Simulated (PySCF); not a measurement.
**C₂⁻: everyday levels beside a composite calculation**

PySCF; the state is a doublet (σ ↑). The composite is CCSD(T) extrapolated to the basis-set limit from two correlation-consistent sets, with core-valence (CV) and scalar-relativistic (SR) terms as its label shows; it has no spin–orbit coupling and nothing beyond (T). Here it is CCSD(T)/CBS(DT)+CV+SR. It gives Re = 1.269 Å, ωe = 1782 cm⁻¹ and De = 8.26 eV to C + C⁻.

```csv
level,basis,relativity,Re (Å),ωe (cm⁻¹),De (eV)
LDA,def2-TZVPPD,no relativity,1.257,1859,9.85
PBE,aug-pcseg-1,no relativity,1.277,1802,8.61
PBE,def2-TZVPPD,no relativity,1.267,1815,9.01
PBEsol,def2-TZVPPD,no relativity,1.265,1826,9.28
revPBE,def2-TZVPPD,no relativity,1.271,1798,8.67
r²SCAN,def2-TZVPPD,no relativity,1.260,1852,8.35
PBE0,aug-pcseg-1,no relativity,1.266,1865,8.07
PBE0,aug-cc-pVDZ,no relativity,1.273,1853,7.98
PBE0,def2-TZVPPD,no relativity,1.257,1874,8.38
HSE06,aug-pcseg-1,no relativity,1.266,1863,8.04
```

Problem. Give the difference of each row from the composite.

Solution. 

```csv
level,basis,ΔRe (pm),Δωe (%),ΔDe (eV)
LDA,def2-TZVPPD,-1.2,+4.3,+1.59
PBE,aug-pcseg-1,+0.8,+1.1,+0.35
PBE,def2-TZVPPD,-0.2,+1.9,+0.75
PBEsol,def2-TZVPPD,-0.4,+2.5,+1.02
revPBE,def2-TZVPPD,+0.2,+0.9,+0.41
r²SCAN,def2-TZVPPD,-0.9,+3.9,+0.09
PBE0,aug-pcseg-1,-0.3,+4.7,-0.19
PBE0,aug-cc-pVDZ,+0.4,+4.0,-0.28
PBE0,def2-TZVPPD,-1.2,+5.2,+0.12
HSE06,aug-pcseg-1,-0.3,+4.5,-0.22
```

Problem. Which rows come closest in De?

Solution. r²SCAN in def2-TZVPPD (+0.09 eV), counted from the composite.

Correlated steps freeze 2 core orbitals. The highest Kohn–Sham level is positive in some of these anions. Much of that is self-interaction error, but it also means that the finite basis helps to hold the extra electron. The state was picked by a PBE0 search and need not be the measured ground state.
